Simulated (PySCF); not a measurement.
Structure problem from calculated spectra and properties.

Formula: CH5N.

* 1H NMR: chemical shifts (computed TMS as zero) by class: 2.72 (3 H), 0.14 (2 H) ppm [GIAO PBE0/pcSseg-1]
* NMR, other nuclei: isotropic shieldings of nuclei other than C and H, by class: 247 (1 N) ppm [GIAO PBE0/pcSseg-1]
* XPS: C1s 291.5, N1s 405.1 eV [ΔSCF SCAN, pcX-2 on the ionised atom, pcseg-1 elsewhere, spin-free X2C]
* Rotational structure: rotational constants A, B, C: 103.088, 23.157, 22.194 GHz [GFN2-xTB]
* Triplet: lowest triplet excitation (Tamm–Dancoff): 6.27 eV [TDA wB97X-D/def2-SVPD]
* UV, first state: lowest singlet excitation: 6.47 eV (192 nm, f = 0.010) [TDDFT wB97X-D/def2-SVPD]
* 13C NMR: chemical shifts (computed TMS as zero) by class: 33.3 (1 C) ppm [GIAO PBE0/pcSseg-1]
* Couplings: largest of the computed one-bond spin–spin couplings (means over like bonds): 13C–1H +137.4 (×3), 15N–1H -65.7 (×2), 15N–13C -4.3 Hz [B3LYP/pcJ-1]

Electronic properties: PySCF, gas phase, density fitting. Levels stand in brackets. Geometry: GFN2-xTB; no solvent, vibrations or thermal averaging. NMR values are class means; diastereotopic atoms form classes of their own.

Question: Propose a structure and show how it fits.

Answer: Its formula, CH5N, gives 0 degrees of unsaturation, so no ring and no π bond. The one carbon: N-methyl carbon (33.3 ppm). Hydrogen classes from least to most shielded: 3 H on an N-methyl carbon (2.72 ppm), 2 H on a primary amine nitrogen (0.14 ppm). The other shieldings belong to: 247 ppm, primary amine nitrogen. The couplings run between: +137.4 Hz, N-methyl carbon and its hydrogen (with 2 like pairs); -65.7 Hz, primary amine nitrogen and its hydrogen (with 1 like pair); -4.3 Hz, primary amine nitrogen and N-methyl carbon. The core levels belong to: C1s 291.5 eV, N-methyl carbon; N1s 405.1 eV, primary amine nitrogen. The optimised geometry has point group Cs and is an asymmetric top. Structure: `CN` (methylamine).
